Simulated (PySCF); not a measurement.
# One shape, several levels: AlSiH4O (SMILES [AlH][O][SiH3])

We compute a comparison of 5 runs (UHF/pcseg-1, UB3LYP/6-31G*, UPBE0/def2-SVP, UTPSS/6-31G**, UBP86/pcseg-2) of AlSiH4O. 

The calculation is run with PySCF 2.14.0.

## (1) The structure to begin with

AlSiH4O: 7 atoms, total charge 0, spin state doublet. As SMILES, `[AlH][O][SiH3]`. The shape is that of a PBE0-D4/def2-TZVP optimisation. This is one conformer, not always the lowest.

Bond lengths: Al1–O2 1.689 Å, O2–Si3 1.627 Å, Al1–H4 1.609 Å, Si3–H5 1.487 Å, Si3–H6 1.487 Å, Si3–H7 1.488 Å. Angles: Al1–O2–Si3 169.6°, O2–Al1–H4 116.0°, O2–Si3–H5 110.0°, O2–Si3–H6 110.2°, O2–Si3–H7 110.3°, H5–Si3–H6 108.8°, H5–Si3–H7 108.7°, H6–Si3–H7 108.8°.

## (2) Energy and gradient at UHF/pcseg-1 (run 1)

Input file calc.py:

```python
from pyscf import gto

molecule = gto.M(
    atom=[
    ('Al', (-1.643700, -1.503700, -0.201100)),
    ('O', (-0.403000, -0.368600, -0.047300)),
    ('Si', (0.870900, 0.567400, 0.335800)),
    ('H', (-2.580100, -1.352800, -1.500200)),
    ('H', (1.204400, 1.463600, -0.802700)),
    ('H', (0.554900, 1.401200, 1.526200)),
    ('H', (2.057800, -0.275200, 0.643500)),
],
    max_memory=1860,
    charge=0,
    basis='pcseg-1',
    verbose=4,
    spin=1,
)

myscf = molecule.UHF()
myscf.conv_tol = 1e-10
myscf.kernel()
if not myscf.converged:
    myscf = myscf.newton().run(myscf.mo_coeff, myscf.mo_occ)

etot = myscf.e_tot
print('E(%s) = %.9f' % ('HF', etot))
grad = myscf.nuc_grad_method().kernel()
dip = myscf.dip_moment()
pop, q = myscf.mulliken_pop()
```

On the command line:

```sh
$ OMP_NUM_THREADS=1 python calc.py
```

Standard output:

```text
PySCF version 2.14.0

[... 91 lines left out ...]
converged SCF energy = -608.03403310966  <S^2> = 0.75581406  2S+1 = 2.0058056
[... 14 lines left out ...]
Dipole moment(X, Y, Z, Debye): -0.31590, -0.85693,  0.61838
[... 13 lines left out ...]
charge of  6H =     -0.21972  (     0.60984      0.60988 )
```

Run time: 4.8 s. Hardware: 1 thread of Arm Neoverse V1, shared host; peak memory 0.14 GiB.

## (3) Energy and forces at UB3LYP/6-31G(d) (spherical functions) (run 2)

Input file calc.py:

```python
import pyscf.grad
from pyscf import gto, dft

mol = gto.M(
    atom='''
Al  -1.643700  -1.503700  -0.201100
O   -0.403000  -0.368600  -0.047300
Si   0.870900   0.567400   0.335800
H   -2.580100  -1.352800  -1.500200
H    1.204400   1.463600  -0.802700
H    0.554900   1.401200   1.526200
H    2.057800  -0.275200   0.643500
''',
    spin=1,
    basis='6-31g*',
    verbose=4,
    max_memory=1860,
    charge=0,
)

ks = dft.UKS(mol)
ks.xc = 'b3lyp'
ks.conv_tol = 1e-10
ks.grids.level = 5
ks.kernel()
if not ks.converged:
    ks = ks.newton().run(ks.mo_coeff, ks.mo_occ)

e_final = ks.e_tot
print('E = %.10f Eh' % e_final)
grad = ks.Gradients().kernel()
dip = ks.dip_moment()
pop, q = ks.mulliken_pop()
```

On the command line:

```sh
$ OMP_NUM_THREADS=1 python calc.py
```

Standard output:

```text
PySCF version 2.14.0

[... 56 lines left out ...]
WARN: HOMO -0.158549018732189 >= LUMO -0.158549018732187
[... 46 lines left out ...]
converged SCF energy = -609.586899717606  <S^2> = 0.75284538  2S+1 = 2.0028434
[... 15 lines left out ...]
Dipole moment(X, Y, Z, Debye): -0.22665, -0.49357,  0.30326
[... 13 lines left out ...]
charge of  6H =     -0.10078  (     0.55031      0.55047 )
```

Run time: 24 s. Hardware: 1 thread of Arm Neoverse V1, shared host; peak memory 0.61 GiB.

Runs 3 to 4 aren't shown in full; the table further down has their settings and results.

## (4) Energy and gradient at UBP86/pcseg-2 (run 5)

Input file input.py:

```python
import pyscf.grad
from pyscf import gto, dft

mol = gto.M(
    atom='''
Al    -1.643700    -1.503700    -0.201100
O     -0.403000    -0.368600    -0.047300
Si     0.870900     0.567400     0.335800
H     -2.580100    -1.352800    -1.500200
H      1.204400     1.463600    -0.802700
H      0.554900     1.401200     1.526200
H      2.057800    -0.275200     0.643500
''',
    spin=1,
    basis='pcseg-2',
    max_memory=1860,
    verbose=4,
)

mf = dft.UKS(mol, xc='bp86')
mf.grids.level = 5
mf.conv_tol = 1e-10
mf.kernel()
if not mf.converged:
    mf = mf.newton().run(mf.mo_coeff, mf.mo_occ)

e_final = mf.e_tot
print('Final energy', e_final)
grad = mf.Gradients().kernel()
mf.analyze()
```

On the command line:

```sh
$ OMP_NUM_THREADS=1 python input.py
```

Standard output:

```text
PySCF version 2.14.0

[... 57 lines left out ...]
WARN: HOMO -0.164689951369493 >= LUMO -0.164689951369494
[... 51 lines left out ...]
Final energy -609.702174724103
[... 16 lines left out ...]
Nuclear Repulsion Energy =             131.662824301399581
[... 1 line left out ...]
Two-electron Energy =                  365.619292319083286
[... 1 line left out ...]
DFT Exchange-Correlation Energy =      -49.761946037115067
[... 4 lines left out ...]
MO #2   energy= -55.4170187323596  | -55.4151251898137  occ= 1 | 1
[... 2 lines left out ...]
MO #154 energy= 15.72032979825     | 15.7205095001717   occ= 0 | 0
[... 182 lines left out ...]
Dipole moment(X, Y, Z, Debye): -0.29682, -0.61565,  0.36799
```

Run time: 1.9 min. Hardware: 1 thread of Arm Neoverse V1, shared host; peak memory 1.9 GiB.

## (5) All runs side by side

| run | level | integration grid | energy (Eh) | dipole moment (D) | HOMO energy (eV) | LUMO energy (eV) | wall time |
| --- | --- | --- | --- | --- | --- | --- | --- |
| 1 | UHF/pcseg-1 | – | -608.034033 | 1.10 | -8.35 | 0.87 | 4.8 s |
| 2 | UB3LYP/6-31G* (spherical functions) | 5 | -609.586900 | 0.62 | -5.41 | -2.62 | 24 s |
| 3 | UPBE0/def2-SVP | 5 | -609.029862 | 0.69 | -5.70 | -2.30 | 28 s |
| 4 | UTPSS/6-31G** (spherical functions) | 5 | -609.604459 | 0.54 | -4.83 | -3.15 | 62 s |
| 5 | UBP86/pcseg-2 | 5 | -609.702175 | 0.78 | -4.84 | -3.29 | 1.9 min |

## (6) Summary of results

| quantity | value |
| --- | --- |
| run 5: total energy | -609.70217 Eh |
| run 5: dipole moment | 0.78 D |
| run 5: HOMO energy (highest over α and β) | -4.84 eV |
| run 5: LUMO energy (lowest over α and β) | -3.29 eV |
| run 5: ⟨S²⟩ | 0.752 |
| run 5: largest force on an atom | 0.404 eV/Å |

What this shows: The dipole moment (its size) runs from 0.54 D (UTPSS/6-31G**) to 1.10 D (UHF/pcseg-1). The two ends differ in method and basis. Totals of different functionals can't be ranked against each other. All runs together took 3.9 min, the longest 1.9 min.
